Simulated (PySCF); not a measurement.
# C2ClFN+ (SMILES Fc1n[c+]1Cl): a chain of runs, part 3 of 3

PySCF 2.14.0.

## Step 5: The vertical excitations at EOM-CCSD/STO-3G (root kind ee, spin of roots singlet) (run 4)

input.xyz reads:

```xyz
5

F     -0.264388    -1.652084     1.048487
C     -0.288891    -0.545343     0.411191
N     -1.098510     0.408978     0.015742
C      0.211044     0.488873    -0.282898
Cl     1.349029     1.442409    -1.058355
```

job.py reads:

```python
# Fc1n[c+]1Cl
import numpy
from pyscf import gto, cc

mol = gto.Mole()
mol.atom = 'input.xyz'
mol.basis = 'sto-3g'
mol.spin = 0
mol.max_memory = 1860
mol.charge = 1
mol.verbose = 4
mol.build()

myscf = mol.RHF()
myscf.kernel()

mycc = cc.CCSD(myscf, frozen=9)
mycc.kernel()
e_final = mycc.e_tot
print('E(%s) = %.9f' % ('EOM-CCSD', e_final))

e, vec = mycc.eomee_ccsd_singlet(nroots=10)
roots = numpy.atleast_1d(e) * 27.211386
print('EOM-EE-CCSD roots (eV)')
for i, w in enumerate(roots, 1):
    print('%3d %10.4f' % (i, w))
```

Command:

```
OMP_NUM_THREADS=1 python job.py
```

The program printed:

```text
PySCF version 2.14.0

[INPUT] num. atoms = 5
[INPUT] num. electrons = 44
[INPUT] charge = 1
[INPUT] spin (= nelec alpha-beta = 2S) = 0
[INPUT] symmetry False subgroup None
[INPUT] Mole.unit = angstrom
[INPUT] Symbol           X                Y                Z      unit          X                Y                Z       unit  Magmom
[INPUT]  1 F     -0.264388000000  -1.652084000000   1.048487000000 AA   -0.499620910622  -3.121986294776   1.981353275167 Bohr   0.0
[INPUT]  2 C     -0.288891000000  -0.545343000000   0.411191000000 AA   -0.545924869852  -1.030548913949   0.777038374886 Bohr   0.0
[INPUT]  3 N     -1.098510000000   0.408978000000   0.015742000000 AA   -2.075883045096   0.772856410972   0.029748068653 Bohr   0.0
[INPUT]  4 C      0.211044000000   0.488873000000  -0.282898000000 AA    0.398815360233   0.923836079694  -0.534599741187 Bohr   0.0
[INPUT]  5 Cl     1.349029000000   1.442409000000  -1.058355000000 AA    2.549295344096   2.725757969608  -2.000001092564 Bohr   0.0

nuclear repulsion = 187.016140801542
number of shells = 17
number of NR pGTOs = 87
number of NR cGTOs = 29
basis = sto-3g
ecp = {}

******** <class 'pyscf.scf.hf.RHF'> ********
method = RHF
initial guess = minao
damping factor = 0
level_shift factor = 0
DIIS = <class 'pyscf.scf.diis.CDIIS'>
diis_start_cycle = 1
diis_space = 8
diis_damp = 0
SCF conv_tol = 1e-09
SCF conv_tol_grad = None
SCF max_cycles = 50
direct_scf = True
direct_scf_tol = 1e-13
Set gradient conv threshold to 3.16228e-05
Initial guess from minao.
init E= -682.329255190348
  HOMO = -0.248484665918155  LUMO = 0.0601744508019711  gap/eV = 8.39904
cycle= 1 E= -680.542562230765  delta_E= 1.79  |g|= 0.769  |ddm|= 3.56
  HOMO = -0.65974966447736  LUMO = -0.248528652296053  gap/eV = 11.18989
cycle= 2 E= -680.713078521772  delta_E= -0.171  |g|= 0.412  |ddm|= 1.59
  HOMO = -0.680177451037523  LUMO = -0.144593404253201  gap/eV = 14.57398
cycle= 3 E= -680.763202459603  delta_E= -0.0501  |g|= 0.0577  |ddm|= 0.57
  HOMO = -0.690217083786626  LUMO = -0.128229623969234  gap/eV = 15.29246
cycle= 4 E= -680.765431785524  delta_E= -0.00223  |g|= 0.0248  |ddm|= 0.147
  HOMO = -0.689988213563096  LUMO = -0.1295935899782  gap/eV = 15.24911
cycle= 5 E= -680.76576667611  delta_E= -0.000335  |g|= 0.00734  |ddm|= 0.0537
  HOMO = -0.689118343404021  LUMO = -0.129694380559229  gap/eV = 15.22270
cycle= 6 E= -680.765827628132  delta_E= -6.1e-05  |g|= 0.00238  |ddm|= 0.0276
  HOMO = -0.68948374912987  LUMO = -0.129412841195844  gap/eV = 15.24031
cycle= 7 E= -680.76583297509  delta_E= -5.35e-06  |g|= 0.000579  |ddm|= 0.00876
  HOMO = -0.689415634758775  LUMO = -0.129226047104747  gap/eV = 15.24354
cycle= 8 E= -680.76583328516  delta_E= -3.1e-07  |g|= 0.000278  |ddm|= 0.00168
  HOMO = -0.689406642497904  LUMO = -0.129301142396616  gap/eV = 15.24125
cycle= 9 E= -680.7658333398  delta_E= -5.46e-08  |g|= 6.95e-05  |ddm|= 0.000823
  HOMO = -0.689416462279377  LUMO = -0.12929278269832  gap/eV = 15.24174
cycle= 10 E= -680.765833344518  delta_E= -4.72e-09  |g|= 1.66e-05  |ddm|= 0.000238
  HOMO = -0.689415857850139  LUMO = -0.129296087061099  gap/eV = 15.24164
cycle= 11 E= -680.765833344758  delta_E= -2.39e-10  |g|= 2.11e-06  |ddm|= 6.2e-05
  HOMO = -0.689415895136357  LUMO = -0.129295798725594  gap/eV = 15.24164
Extra cycle  E= -680.76583334476  delta_E= -2.73e-12  |g|= 9.24e-07  |ddm|= 4.66e-06
converged SCF energy = -680.76583334476

******** <class 'pyscf.cc.ccsd.CCSD'> ********
CC2 = 0
CCSD nocc = 13, nmo = 20
frozen orbitals 9
max_cycle = 50
direct = 0
conv_tol = 1e-07
conv_tol_normt = 1e-05
diis_space = 6
diis_start_cycle = 0
diis_start_energy_diff = 1e+09
Init t2, MP2 energy = -680.984388110232  E_corr(MP2) -0.218554765472219
Init E_corr(CCSD) = -0.218554765472738
cycle = 1  E_corr(CCSD) = -0.229941630579866  dE = -0.0113868651  norm(t1,t2) = 0.0672239
cycle = 2  E_corr(CCSD) = -0.240220369303371  dE = -0.0102787387  norm(t1,t2) = 0.0231071
cycle = 3  E_corr(CCSD) = -0.241026811322813  dE = -0.000806442019  norm(t1,t2) = 0.0143573
cycle = 4  E_corr(CCSD) = -0.243989591566373  dE = -0.00296278024  norm(t1,t2) = 0.00697522
cycle = 5  E_corr(CCSD) = -0.243907552369398  dE = 8.2039197e-05  norm(t1,t2) = 0.00163975
cycle = 6  E_corr(CCSD) = -0.243830632410305  dE = 7.69199591e-05  norm(t1,t2) = 0.000777513
cycle = 7  E_corr(CCSD) = -0.243820891468635  dE = 9.74094167e-06  norm(t1,t2) = 0.000213019
cycle = 8  E_corr(CCSD) = -0.243820900732447  dE = -9.26381197e-09  norm(t1,t2) = 8.34813e-05
cycle = 9  E_corr(CCSD) = -0.243821602162643  dE = -7.01430195e-07  norm(t1,t2) = 3.38141e-05
cycle = 10  E_corr(CCSD) = -0.243821723359197  dE = -1.21196554e-07  norm(t1,t2) = 1.14779e-05
cycle = 11  E_corr(CCSD) = -0.243821301227955  dE = 4.22131241e-07  norm(t1,t2) = 4.36717e-06
cycle = 12  E_corr(CCSD) = -0.243821285001279  dE = 1.62266764e-08  norm(t1,t2) = 1.93074e-06
CCSD converged
E(CCSD) = -681.0096546297616  E_corr = -0.2438212850012789
E(EOM-CCSD) = -681.009654630

******** <class 'pyscf.cc.eom_rccsd.EOMEESinglet'> ********
max_space = 20
max_cycle = 50
conv_tol = 1e-07
partition = None
EOM-CCSD root 0 E = 0.1831393764378846  qpwt = 0.929369  conv = True
EOM-CCSD root 1 E = 0.2140335534445865  qpwt = 0.905166  conv = True
EOM-CCSD root 2 E = 0.2680826215875888  qpwt = 0.909682  conv = True
EOM-CCSD root 3 E = 0.2713034209900529  qpwt = 0.881511  conv = True
EOM-CCSD root 4 E = 0.3120614840824341  qpwt = 0.861873  conv = True
EOM-CCSD root 5 E = 0.3146995635209262  qpwt = 0.905193  conv = True
EOM-CCSD root 6 E = 0.32523668879292  qpwt = 0.917515  conv = True
EOM-CCSD root 7 E = 0.3355016947851805  qpwt = 0.916542  conv = True
EOM-CCSD root 8 E = 0.3433007837088063  qpwt = 0.923657  conv = True
EOM-CCSD root 9 E = 0.3530807882908527  qpwt = 0.880474  conv = True
EOM-EE-CCSD roots (eV)
  1     4.9835
  2     5.8241
  3     7.2949
  4     7.3825
  5     8.4916
  6     8.5634
  7     8.8501
  8     9.1295
  9     9.3417
 10     9.6078
```

Wall time 2.6 s (1 thread of Arm Neoverse V1, shared host); peak memory 0.12 GiB.

The roots found:

| excited state | energy (eV) |
| --- | --- |
| 1 | 4.983 |
| 2 | 5.824 |
| 3 | 7.295 |
| 4 | 7.383 |
| 5 | 8.492 |
| 6 | 8.563 |
| 7 | 8.850 |
| 8 | 9.129 |
| 9 | 9.342 |
| 10 | 9.608 |

## Step 6: What came out

The summary covers parts 1 to 3.

| quantity | value |
| --- | --- |
| run 1, HF/6-31G: total energy at the end | -689.99881 Eh |
| run 1, HF/6-31G: HOMO energy | -14.71 eV |
| run 1, HF/6-31G: LUMO energy | -0.09 eV |
| run 1, HF/6-31G: HOMO–LUMO gap | 14.62 eV |
| run 1, HF/6-31G: solvent term in the energy | -284.9 kJ/mol |
| run 2, HF/6-31G: lowest harmonic wavenumber | 242 cm⁻¹ |
| run 2, HF/6-31G: highest harmonic wavenumber | 2088 cm⁻¹ |
| run 2, HF/6-31G: zero-point energy | 50.0 kJ/mol |
| run 2, HF/6-31G: ideal-gas entropy at 1200 K (symmetry number 1 as used) | 97.4 cal/(mol K) |
| run 3, BLYP-D4/6-311G**: total energy | -690.61515 Eh |
| run 3, BLYP-D4/6-311G**: HOMO energy | -14.34 eV |
| run 3, BLYP-D4/6-311G**: LUMO energy | -10.26 eV |
| run 3, BLYP-D4/6-311G**: HOMO–LUMO gap | 4.08 eV |
| run 3, BLYP-D4/6-311G**: dispersion energy | -20.81 kJ/mol |
| run 4, EOM-CCSD/STO-3G: ground-state or mean-field energy | -681.00965 Eh |
| run 4, EOM-CCSD/STO-3G: HOMO energy (Hartree–Fock orbitals) | -18.76 eV |
| run 4, EOM-CCSD/STO-3G: LUMO energy (Hartree–Fock orbitals) | -3.52 eV |
| run 4, EOM-CCSD/STO-3G: HOMO–LUMO gap (Hartree–Fock orbitals) | 15.24 eV |
| run 4, EOM-CCSD/STO-3G: correlation energy (9 core orbitals frozen) | -243.8 mEh |
| run 4, EOM-CCSD/STO-3G: T1 diagnostic | 0.016 |
| run 4, EOM-CCSD/STO-3G: lowest singlet excitation energy | 4.98 eV |

**Reading.** The optimisation (run 1, HF/6-31G) took 14 steps and changed the energy by -1.430 eV. Mulliken charges (run 1, HF/6-31G) run from -0.25 on F1 to +0.59 on C2. All 9 modes (run 2, HF/6-31G) are real, so the shape is a minimum at this level. Mulliken charges (run 3, BLYP-D4/6-311G**) run from +0.04 on F1 to +0.44 on C2. Excitation energies in a minimal basis are rough. Mulliken charges (run 4, EOM-CCSD/STO-3G) of the mean-field density run from +0.03 on N3 to +0.43 on C2; they depend strongly on the basis.
